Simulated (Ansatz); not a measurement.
**C₂H (doublet): from Hartree-Fock to the top rungs at distance C1–H3 = 0.852 Å, 6-31G**

How much of the correlation energy of C₂H (doublet) does each wave-function method recover here?

The runs use Ansatz 0.2.0, Gaussian basis; 6-31G, core rule «outside noble gas», up to 2 orbitals frozen.

The runs, in order: UHF; CCSD(T) on ROHF; CCSD(T) on UHF; BCCD(T) on ROHF; CISD; CCSDT(Q) on ROHF; CCSDT(Q) on UHF; CISDTQ; CCSDTQ on ROHF; CASSCF and MRCISD+Q, 3 electrons in 3 orbitals; CASSCF and NEVPT2, 3 electrons in 3 orbitals; CASSCF and MRCISD+Q, 9 electrons in 9 orbitals; CASSCF and MRCISD+Q(relaxed), 9 electrons in 9 orbitals; CASSCF and NEVPT2, 9 electrons in 9 orbitals; Full CI.

17 further runs of the same task are left out: 1 for a known fault of the program, 14 that didn't finish, 2 set aside as unsound or not needed.

### 1 What is computed

The geometry derives from a PBE0/def2-TZVP stationary point (not a proven minimum). One bond is set to the value named and the two fragments are kept rigid.

3 atoms, charge 0, spin multiplicity 2.

Atoms are counted from 1 here; the program's logs count them from 0.

Bond lengths: C1–C2 1.200 Å, C1–H3 0.852 Å. Angles: C2–C1–H3 180.0°.

### 2 UHF

The input, in.yaml:

```yaml
crystal:
  periodic: [false, false, false]
  atoms:
    - {symbol: C, position_ang: [0.000000, 0.000000, 0.116072]}
    - {symbol: C, position_ang: [0.000000, 0.000000, -1.084144]}
    - {symbol: H, position_ang: [0.000000, 0.000000, 0.968072]}
basis:
  gaussian: {orbitals: 6-31G}
magnetization: {spin_polarized: true, initial_magnetization: 1}
hamiltonian: {xc: hf}
output: {orbitals: {seedname: orbitals}}
```

Started as:

```bash
> ansatz run in.yaml --threads 1 --pin off --events-out ev --progress --plain --max-ram 2393MiB
```

After this run come: CCSD(T) on ROHF; CCSD(T) on UHF; BCCD(T) on ROHF; CISD; CCSDT(Q) on ROHF; CCSDT(Q) on UHF; CISDTQ; CCSDTQ on ROHF; CASSCF and MRCISD+Q, 3 electrons in 3 orbitals; CASSCF and NEVPT2, 3 electrons in 3 orbitals; CASSCF and MRCISD+Q, 9 electrons in 9 orbitals; CASSCF and MRCISD+Q(relaxed), 9 electrons in 9 orbitals; CASSCF and NEVPT2, 9 electrons in 9 orbitals; Full CI.

**Question.** What will the summary of the whole plan be? Wanted: FCI below the RHF energy; RMP2 from FCI; UMP2 from FCI; RCCSD from FCI; RCCSD(T) from FCI; UCCSD(T) from FCI; RCCSDT(Q) from FCI; UCCSDT(Q) from FCI; NEVPT2 pair from FCI.

As calculated:

```
                         quantity                                                                                                                                  value
         FCI below the RHF energy                                                                                                                             -5.0938 eV
                    RMP2 from FCI                                                                                                                             +669.4 meV
                    UMP2 from FCI                                                                                                                            +1190.1 meV
                   RCCSD from FCI                                                                                                                             +187.9 meV
                RCCSD(T) from FCI                                                                                                                              +40.3 meV
                UCCSD(T) from FCI                                                                                                                              +57.2 meV
               RCCSDT(Q) from FCI                                                                                                                               +1.2 meV
               UCCSDT(Q) from FCI                                                                                                                               +7.4 meV
             NEVPT2 pair from FCI                                                                                                                             +576.8 meV
           MRCISD+Q pair from FCI                                                                                                                              +47.3 meV
          NEVPT2 valence from FCI                                                                                                                             +349.3 meV
levels within 1 kcal/mol (43 meV)  RCCSD(T), BCCD(T), RCCSDT, UCCSDT, CISDTQ, RCCSDT(Q), UCCSDT(Q), RCCSDTQ, MRCISD valence, MRCISD+Q valence, MRCISD+Q(relaxed) valence
                    T1 diagnostic                                                                                                                                  0.030
   effectively unpaired electrons                                                                                                                                   1.14
```

**Reading.** RCCSD(T) misses by +40.3 meV, 0.8 % of the correlation energy. One determinant dominates. Of the multireference levels listed MRCISD+Q(relaxed) valence comes nearest in total energy (+2.1 meV), which doesn't show that its space is the better one. These misses are within one basis, not against nature; the frozen cores of restricted and unrestricted runs differ, which can shift their rows.
